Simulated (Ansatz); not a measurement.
Born–Oppenheimer molecular dynamics of AlFH3N (6 atoms, charge 0, multiplicity 1). It starts at the highest image of a converged band, a first-order saddle point between two minima.

Method: RKS PBE-D4/def2-SVP in Ansatz.

| Property | Result |
| --- | --- |
| ensemble | NVE (velocity Verlet) |
| time step | 0.5 fs |
| steps asked | 200 |
| starting velocities drawn for | 100 K |
| seed | 6172 |

First frame:

```xyz
6
Properties=species:S:1:pos:R:3
Al -0.348 -0.332 0.531
H 1.286 -0.132 1.102
F 1.355 0.404 0.002
N -1.495 -0.043 -0.814
H -2.480 -0.324 -0.825
H -1.261 0.427 -1.695
```

Q: How far do the bonds stretch over the last three quarters of this one trajectory? (Pairs bonded in most of those frames.)

A: 
```csv
bond,mean (Å),spread (Å),shortest,longest
Al1–N4,1.822,0.018,1.79,1.85
H2–F3,0.947,0.023,0.91,1.01
N4–H5,1.029,0.016,1.00,1.06
N4–H6,1.030,0.014,1.01,1.06
```

Mean temperature of the second half: 484 K. The conserved energy stayed within 0.12 meV per atom of its start (net change 0.053 meV per atom), so the integration is sound. The system heated up, since it started high on the potential surface and ran downhill. A run of 0.1 ps of so small a system gives no equilibrium averages. The orbitals stay closed-shell, which can raise the energy where a bond breaks towards radicals; this wasn't checked here.

The run took 3.3 min on 1 thread of Arm Neoverse V2 (shared host), peak memory 0.094 GiB.
